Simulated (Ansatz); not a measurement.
Input file for Ansatz (an electronic-structure program): R-B3LYP/def2-TZVPPD on H2O (SMILES O). Files ending in .json are basis or fitting sets from the Basis Set Exchange.

Ansatz 0.2 input:
```yaml
crystal:
  periodic: [false, false, false]
  atoms:
    - {symbol: O, position_ang: [1.35062500, 0.11146900, 0.00000000]}
    - {symbol: H, position_ang: [1.68039800, -0.37374100, -0.75856100]}
    - {symbol: H, position_ang: [1.68039800, -0.37374100, 0.75856100]}
basis:
  gaussian:
    orbitals: def2-TZVPPD.json
hamiltonian:
  xc: {name: B3LYP}
scf: {lower_state_search: off}
```

The head of its log:

```
WARN ansatz: RAYON_NUM_THREADS=1 ignored (pool sized by the plan → 1); use --threads N
Functional definition: B3LYP
these checks for a lower state are left out or cut short: stability, starts, cluster_reference, orbital_swaps, neighbouring_geometries, increment
integrals: 0.01 GiB planned
302 factors; their error is unknown
mean field: 0.12 GiB planned
mean field evaluation 1: about -2076.1278 eV, gradient 5.5e1 eV
mean field evaluation 2: about -2064.1303 eV, gradient 9.7e1 eV
```

Task: Give the final energy of this run.

Result: -76.4694 hartree.
